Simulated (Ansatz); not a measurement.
**doublet OF: levels of theory in one basis**

```xyz
2

O     0.0000    0.0000    0.0000
F     0.0000    0.0000    1.2863
```

Basis set: def2-SVP (spherical functions). Left uncorrelated: 2 orbitals. Correlation on ROHF uses semicanonical orbitals with singles. Charge 0, multiplicity 2.

Computed with Ansatz (development build ahead of 0.2.0); each method stands on the lowest determinant of its kind that the runs found.

| method | E − E(ROHF) (eV) | <S²> of the determinant |
| --- | --- | --- |
| ROHF | 0.00 | – |
| UHF | -0.14 | 0.76 |
| ROHF-MP2 | -9.20 | – |
| UHF-MP2 | -9.19 | 0.76 |

Q: What does ROHF-CCSD(T) give on the same scale?

A: -9.84 eV.
